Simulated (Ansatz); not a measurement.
The first iterations of a band of BClH2 + H (5 atoms, charge 0, multiplicity 2).

Computed with Ansatz, UKS PBE0-D4/def2-SVP.

* movable images: 5
* climbing image: yes
* spring: 5.0 eV/Å²
* optimiser: quadratic models (default)
* start path: through a guess of the saddle point
* force threshold: 0.05 eV/Å
* iteration limit: 60
* end points: relaxed

First end point:

```xyz
5
Properties=species:S:1:pos:R:3
B -0.006 0.000 -0.325
H 0.015 0.000 0.877
H 0.985 0.000 -1.006
Cl -1.553 0.000 -1.118
H -0.020 0.000 3.887
```

Last end point:

```xyz
5
Properties=species:S:1:pos:R:3
B -0.074 0.000 -0.661
H 0.030 0.000 2.462
H 0.989 0.000 -1.232
Cl -1.585 0.000 -1.477
H 0.059 0.000 3.224
```

| iteration | highest image above the first end (eV) | largest band force component (eV/Å) |
| --- | --- | --- |
| 1 | 0.542 | 2.278 |
| 2 | 0.399 | 1.300 |

Problem. Does the band converge within its limit, and where does its top end?

Solution. It converged. It ended after 7 iterations with the highest image 0.358 eV above the first end. A vibrational analysis at the climbing image gives 2 clearly imaginary modes (922i, 384i cm⁻¹): a point of higher order. A lower path may pass nearby, or the ends, which weren't checked, may share the extra mode.

Time of the run: 28 s on 1 thread of Intel(R) Xeon(R) 6975P-C (Granite Rapids), with other jobs on the host, peak memory 0.13 GiB.
